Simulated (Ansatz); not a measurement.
hcp Zn was calculated with HSE06 (plane waves, PAW; Ansatz, a program for electronic structure).

Run with plane-wave cutoff 500 eV, 10×6×1 k mesh (along the axes of the cell as run), Fermi–Dirac smearing 0.1 eV, scalar-relativistic PAW data made under PBE.

The cell is the one relaxed with r²SCAN.

**Question.** Predict the surface energy of the (10-10) face and work function of the (10-10) face.

**Answer.** 
* **surface energy of the (10-10) face**: 0.60 J/m²
* **work function of the (10-10) face**: 4.30 eV

Note: exact exchange on metals is sensitive to the k mesh and can open a false gap.

The slab of 10 atoms is relaxed and unreconstructed.

Cost on a shared machine: very roughly 50 core-minutes.
